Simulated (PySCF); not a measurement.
Gas-phase reaction: SiHCl + SiCl4 + 3 SiH3 ⇌ 5 SiH2Cl

Computed with PySCF and rigid-rotor harmonic-oscillator thermochemistry at 1 bar. † marks an energy on the PBE0/def2-TZVP geometry and frequencies. MP2 and CCSD(T) freeze the core. Open shells (unrestricted): SiH3 (multiplicity 2), SiH2Cl (multiplicity 2); the rest are closed-shell singlets. B3LYP is the form with VWN-RPA correlation. SiHCl, SiH2Cl: computed as isolated molecules; such fragments, hydroxides, amides, oligomers or adducts are transient or little studied in the gas. MP2 isn't extrapolated to the basis-set limit. CCSD(T) isn't extrapolated to the basis-set limit.

```tsv
level	ΔH°(298 K), kJ
B3LYP/def2-TZVP†	120
BLYP/def2-TZVP†	(withheld)
CCSD(T)/def2-SVP†	168
HF/def2-TZVP†	(withheld)
MP2/def2-TZVPP†	(withheld)
r2SCAN/def2-TZVP†	106
ωB97M-V/def2-TZVP†	166
```

### Question
Complete the blanks.

### Answer

- BLYP/def2-TZVP†, ΔH°(298 K), kJ: 117
- HF/def2-TZVP†, ΔH°(298 K), kJ: 61
- MP2/def2-TZVPP†, ΔH°(298 K), kJ: 150
